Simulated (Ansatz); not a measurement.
A structure of C relaxed with PBEsol (plane waves to 420 eV, PAW, scalar-relativistic; Ansatz, an electronic-structure program); single points at other levels follow on the same geometry (Ansatz, PAW; HSE06 at 420 eV on a 10×10×10 k-mesh; no spin-orbit coupling). Space group Fd-3m (No. 227).

```cif
data_C2
_chemical_formula_sum 'C2'
_space_group_name_H-M_alt 'P 1'
_space_group_IT_number 1
_cell_length_a 2.51282
_cell_length_b 2.51282
_cell_length_c 2.51282
_cell_angle_alpha 60.000
_cell_angle_beta 60.000
_cell_angle_gamma 60.000
loop_
_space_group_symop_operation_xyz
  'x, y, z'
loop_
_atom_site_label
_atom_site_type_symbol
_atom_site_fract_x
_atom_site_fract_y
_atom_site_fract_z
_atom_site_occupancy
C1 C 0.50000 0.50000 0.50000 1
C2 C 0.75000 0.75000 0.75000 1
```

```tsv
level	gap (eV)	kind	conduction minimum
PBEsol	4.04	indirect	75 % of the way from Γ to X
HSE06	5.32	–	k = (0.375, 0, 0.375)
```

HSE06 gaps come from a coarse mesh plus a few chosen points, so they may be too large. No spin polarisation in the result.

Measured for C: a 3.553 Å (static lattice; corrected from measurement; as listed in Daniel Mejia-Rodriguez, S. B. Trickey, Phys. Rev. B (2018)); gap 5.85 eV (static lattice; corrected from measurement; as listed in Wei Chen et al., Physical Review Materials (2018)). Computed minus measured — a: PBEsol 0.0 %; gap: PBEsol -1.81 eV, HSE06 -0.53 eV. The computed values are for a static lattice, and a measured gap can be an optical one, lowered by exciton binding.

The run could not lose the symmetry of its start.

All atoms sit on sites fixed by symmetry, so only the cell could relax.
